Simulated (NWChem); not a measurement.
System: chlorine (Cl2); SMILES ClCl

The following NWChem deck was run.

```
start job
memory heap 200 mb stack 900 mb global 1100 mb
geometry units angstroms
  Cl     1.008231    -0.017588     0.009194
  Cl    -1.008231     0.017588    -0.009194
end
basis spherical
  * library 6-31g*
end
dft
  xc b3lyp
  iterations 150
end
driver
  maxiter 120
end
task dft optimize
task dft freq
```

Parts of the log:

```
             Northwest Computational Chemistry Package (NWChem) 7.3.0
             --------------------------------------------------------

 ORDER OF PRIMARY AXIS IS BEING SET TO 4
 D4H symmetry detected

                             Geometry "geometry" -> ""
                             -------------------------

 Output coordinates in angstroms (scale by  1.889725989 to convert to a.u.)

  No.       Tag          Charge          X              Y              Z
 ---- ---------------- ---------- -------------- -------------- --------------
    1 Cl                  17.0000     0.00000000     0.00000000     1.00842631
    2 Cl                  17.0000     0.00000000     0.00000000    -1.00842631

 Effective nuclear repulsion energy (a.u.)      75.8271694681

      Symmetry information
      --------------------

 Group name             D4h
 Group number             28
 Group order              16
 No. of unique centers     1

                                Z-matrix (autoz)
                                --------

 Units are Angstrom for bonds and degrees for angles

      Type          Name      I     J     K     L     M      Value
      ----------- --------  ----- ----- ----- ----- ----- ----------
    1 Stretch                  1     2                       2.01685

                           NWChem Geometry Optimization
                           ----------------------------

 maximum gradient threshold         (gmax) =   0.000450
 rms gradient threshold             (grms) =   0.000300
 maximum cartesian step threshold   (xmax) =   0.001800
 rms cartesian step threshold       (xrms) =   0.001200
 fixed trust radius                (trust) =   0.300000
 source of zmatrix                         =   autoz

          -------------------
          Energy Minimization
          -------------------

 Using diagonal initial Hessian
 Scaling for Hessian diagonals: bonds = 1.00  angles = 0.25  torsions = 0.10

          --------
          Step   0

                                 NWChem DFT Module
                                 -----------------

 Summary of "ao basis" -> "ao basis" (spherical)
 ------------------------------------------------------------------------------
       Tag                 Description            Shells   Functions and Types
 ---------------- ------------------------------  ------  ---------------------
 Cl                          6-31g*                  8       18   4s3p1d

      Symmetry analysis of basis
      --------------------------

        a1g         8
        a1u         0
        a2g         0
        a2u         8
        b1g         1
        b1u         1
        b2g         1
        b2u         1
        eg          8
        eu          8

            General Information
            -------------------
          SCF calculation type: DFT
          Wavefunction type:  closed shell.
          No. of atoms     :     2
          No. of electrons :    34
           Alpha electrons :    17
            Beta electrons :    17
          Charge           :     0
          Spin multiplicity:     1
          Use of symmetry is: on ; symmetry adaption is: on
          Maximum number of iterations: 150
          AO basis - number of functions:    36
                     number of shells:    16
          Convergence on energy requested:  1.00D-06
          Convergence on density requested:  1.00D-05
          Convergence on gradient requested:  5.00D-04

              XC Information
              --------------
                         B3LYP Method XC Potential
                     Hartree-Fock (Exact) Exchange  0.200
                        Slater Exchange Functional  0.800 local
                    Becke 1988 Exchange Functional  0.720 non-local
              Lee-Yang-Parr Correlation Functional  0.810
                  VWN I RPA Correlation Functional  0.190 local

             Grid Information
             ----------------
          Grid used for XC integration:  medium
          Radial quadrature: Mura-Knowles
          Angular quadrature: Lebedev.
          Tag              B.-S. Rad. Rad. Pts. Rad. Cut. Ang. Pts.
          ---              ---------- --------- --------- ---------
          Cl                  1.00       88           7.0       590
          Grid pruning is: on
          Number of quadrature shells:    88
          Spatial weights used:  Erf1

      Superposition of Atomic Density Guess
      -------------------------------------

 Sum of atomic energies:        -918.90116543

      Non-variational initial energy
      ------------------------------

 Total energy =    -919.002113
 1-e energy   =   -1421.299454
 2-e energy   =     426.470172
 HOMO         =      -0.351426
 LUMO         =      -0.117538

      Symmetry analysis of molecular orbitals - initial
      -------------------------------------------------

 !! scf_movecs_sym_adapt:    4 vectors were symmetry contaminated

  Symmetry fudging

 !! scf_movecs_sym_adapt:    4 vectors were symmetry contaminated

  Numbering of irreducible representations:

     1 a1g         2 a1u         3 a2g         4 a2u         5 b1g
     6 b1u         7 b2g         8 b2u         9 eg         10 eu

  Orbital symmetries:

     1 a2u         2 a1g         3 a1g         4 a2u         5 a1g
     6 a2u         7 eu          8 eu          9 eg         10 eg
    11 a1g        12 a2u        13 a1g        14 eu         15 eu
    16 eg         17 eg         18 a2u        19 a1g        20 a2u
    21 eu         22 eu         23 a1g        24 eg         25 eg
    26 a2u        27 eu

   convergence    iter        energy       DeltaE   RMS-Dens  Diis-err
 ---------------- ----- ----------------- --------- --------- ---------
 d= 0,ls=0.0,diis     1   -920.3181599334 -9.96D+02  1.58D-02  2.48D-01
 d= 0,ls=0.0,diis     2   -920.3281269107 -9.97D-03  8.32D-03  1.08D-01
 d= 0,ls=0.0,diis     3   -920.3421418962 -1.40D-02  1.20D-03  4.15D-03
 d= 0,ls=0.0,diis     4   -920.3426819934 -5.40D-04  1.27D-04  1.47D-05
 d= 0,ls=0.0,diis     5   -920.3426840957 -2.10D-06  1.47D-05  1.45D-07
 d= 0,ls=0.0,diis     6   -920.3426841197 -2.40D-08  2.50D-07  2.20D-10

         Total DFT energy =     -920.342684119747
      One electron energy =    -1421.125040406627
           Coulomb energy =      481.473258692038
    Exchange-Corr. energy =      -56.518071873300
 Nuclear repulsion energy =       75.827169468143

 Numeric. integr. density =       34.000000037140

                  Occupations of the irreducible representations
                  ----------------------------------------------

                     irrep           alpha         beta
                     --------     --------     --------
                     a1g               5.0          5.0
                     a1u               0.0          0.0
                     a2g               0.0          0.0
                     a2u               4.0          4.0
                     b1g               0.0          0.0
                     b1u               0.0          0.0
                     b2g               0.0          0.0
                     b2u               0.0          0.0
                     eg                4.0          4.0
                     eu                4.0          4.0

                       DFT Final Molecular Orbital Analysis
                       ------------------------------------

 Vector   15  Occ=2.000000D+00  E=-4.096648D-01  Symmetry=eu
              MO Center=  4.1D-16,  5.5D-17,  2.2D-15, r^2= 2.0D+00
   Bfn.  Coefficient  Atom+Function         Bfn.  Coefficient  Atom+Function
  ----- ------------  ---------------      ----- ------------  ---------------
     8      0.421445  1 Cl py                26      0.421445  2 Cl py
     7      0.278645  1 Cl px                25      0.278645  2 Cl px
    12      0.204160  1 Cl py                30      0.204160  2 Cl py
     4     -0.165184  1 Cl py                22     -0.165184  2 Cl py
    11      0.134984  1 Cl px                29      0.134984  2 Cl px

 Vector   16  Occ=2.000000D+00  E=-3.115801D-01  Symmetry=eg
              MO Center= -7.4D-17,  3.9D-15,  3.1D-14, r^2= 2.3D+00
   Bfn.  Coefficient  Atom+Function         Bfn.  Coefficient  Atom+Function
  ----- ------------  ---------------      ----- ------------  ---------------
     8      0.559206  1 Cl py                26     -0.559206  2 Cl py
    12      0.311285  1 Cl py                30     -0.311285  2 Cl py
     4     -0.214533  1 Cl py                22      0.214533  2 Cl py

 Vector   17  Occ=2.000000D+00  E=-3.115801D-01  Symmetry=eg
              MO Center=  8.4D-16,  6.5D-16, -1.2D-14, r^2= 2.3D+00
   Bfn.  Coefficient  Atom+Function         Bfn.  Coefficient  Atom+Function
  ----- ------------  ---------------      ----- ------------  ---------------
     7      0.559206  1 Cl px                25     -0.559206  2 Cl px
    11      0.311285  1 Cl px                29     -0.311285  2 Cl px
     3     -0.214533  1 Cl px                21      0.214533  2 Cl px

 Vector   18  Occ=0.000000D+00  E=-1.342760D-01  Symmetry=a2u
              MO Center= -5.0D-18,  1.9D-17,  6.3D-16, r^2= 2.6D+00
   Bfn.  Coefficient  Atom+Function         Bfn.  Coefficient  Atom+Function
  ----- ------------  ---------------      ----- ------------  ---------------
    13      0.579757  1 Cl pz                31      0.579757  2 Cl pz
     9      0.574063  1 Cl pz                27      0.574063  2 Cl pz
    10     -0.334089  1 Cl s                 28      0.334089  2 Cl s
     5     -0.215423  1 Cl pz                23     -0.215423  2 Cl pz
     6     -0.191149  1 Cl s                 24      0.191149  2 Cl s

 Vector   19  Occ=0.000000D+00  E= 3.241290D-01  Symmetry=a1g
              MO Center= -5.3D-16,  7.3D-17, -3.3D-16, r^2= 3.8D+00
   Bfn.  Coefficient  Atom+Function         Bfn.  Coefficient  Atom+Function
  ----- ------------  ---------------      ----- ------------  ---------------
     6      1.153710  1 Cl s                 24      1.153710  2 Cl s
    10     -1.122960  1 Cl s                 28     -1.122960  2 Cl s
    13     -0.170399  1 Cl pz                31      0.170399  2 Cl pz
     9      0.117348  1 Cl pz                27     -0.117348  2 Cl pz
     2     -0.101781  1 Cl s                 20     -0.101781  2 Cl s

[...]

      ----------------------
      Optimization converged
      ----------------------

  Step       Energy      Delta E   Gmax     Grms     Xrms     Xmax
  ---- ---------------- -------- -------- -------- -------- --------
@    2    -920.34291211 -3.1D-07  0.00003  0.00003  0.00052  0.00090
                                     ok       ok       ok       ok

                                Z-matrix (autoz)
                                --------

 Units are Angstrom for bonds and degrees for angles

      Type          Name      I     J     K     L     M      Value     Gradient
      ----------- --------  ----- ----- ----- ----- ----- ---------- ----------
    1 Stretch                  1     2                       2.04305   -0.00003

                         Geometry "geometry" -> "geometry"
                         ---------------------------------

 Output coordinates in angstroms (scale by  1.889725989 to convert to a.u.)

  No.       Tag          Charge          X              Y              Z
 ---- ---------------- ---------- -------------- -------------- --------------
    1 Cl                  17.0000     0.00000000     0.00000000     1.02152453
    2 Cl                  17.0000     0.00000000     0.00000000    -1.02152453

 Effective nuclear repulsion energy (a.u.)      74.8548958709

      Symmetry information
      --------------------

 Group name             D4h
 Group number             28
 Group order              16
 No. of unique centers     1

                Final and change from initial internal coordinates
                --------------------------------------------------

                                Z-matrix (autoz)
                                --------

 Units are Angstrom for bonds and degrees for angles

      Type          Name      I     J     K     L     M      Value       Change
      ----------- --------  ----- ----- ----- ----- ----- ---------- ----------
    1 Stretch                  1     2                       2.04305    0.02620

 ==============================================================================
                                internuclear distances
 ------------------------------------------------------------------------------
       center one      |      center two      | atomic units |  angstroms
 ------------------------------------------------------------------------------
    2 Cl               |   1 Cl               |     3.86080  |     2.04305
 ------------------------------------------------------------------------------
                         number of included internuclear distances:          1
 ==============================================================================

[second-derivative integrals and response iterations left out]

  Vibrational analysis via the FX method

  See chapter 2 in "Molecular Vibrations" by Wilson, Decius and Cross

  Vib: Default input used

 ---------------------------- Atom information ----------------------------
     atom    #        X              Y              Z            mass
 --------------------------------------------------------------------------
    Cl       1  0.0000000D+00  0.0000000D+00  1.9304015D+00  3.4968850D+01
    Cl       2  0.0000000D+00  0.0000000D+00 -1.9304015D+00  3.4968850D+01
 --------------------------------------------------------------------------

[unprojected Hessian and modes left out]

        Vibrational analysis via the FX method
  --- with translations and rotations projected out ---
  --- via the Eckart algorithm                      ---
 Dependent rotation vector no.                    3
  found in ECKART; assuming linear geometry
 Projected Nuclear Hessian trans-rot subspace norm:1.9259D-34
                         (should be close to zero!)

[projected Hessian left out]

 Rotational Constants
 --------------------
 A=   0.000000 cm-1  (  0.000000 K)
 B=   0.230989 cm-1  (  0.332334 K)
 C=   0.230989 cm-1  (  0.332334 K)

 Temperature                      =   298.15K
 frequency scaling parameter      =   1.0000

 Linear Molecule

 Zero-Point correction to Energy  =    0.740 kcal/mol  (  0.001179 au)
 Thermal correction to Energy     =    2.353 kcal/mol  (  0.003750 au)
 Thermal correction to Enthalpy   =    2.945 kcal/mol  (  0.004693 au)

 Total Entropy                    =   53.365 cal/mol-K
   - Translational                =   38.635 cal/mol-K (mol. weight =  69.9377)
   - Rotational                   =   14.115 cal/mol-K (symmetry #  =        2)
   - Vibrational                  =    0.615 cal/mol-K

 Cv (constant volume heat capacity) =    6.176 cal/mol-K
   - Translational                  =    2.979 cal/mol-K
   - Rotational                     =    1.986 cal/mol-K
   - Vibrational                    =    1.210 cal/mol-K

[normal modes left out]

 ----------------------------------------------------------------------------
 Normal Eigenvalue ||           Projected Infra Red Intensities
  Mode   [cm**-1]  || [atomic units] [(debye/angs)**2] [(KM/mol)] [arbitrary]
 ------ ---------- || -------------- ----------------- ---------- -----------
    1       -0.000 ||    0.000000           0.000         0.000       3.865
    2        0.000 ||    0.000000           0.000         0.000      36.123
    3        0.000 ||    0.000000           0.000         0.000       0.706
    4        0.000 ||    0.000000           0.000         0.000      16.762
    5        0.000 ||    0.000000           0.000         0.000       0.720
    6      517.780 ||    0.000000           0.000         0.000       1.824
 ----------------------------------------------------------------------------
```

Level: B3LYP/6-31G* (spherical d).
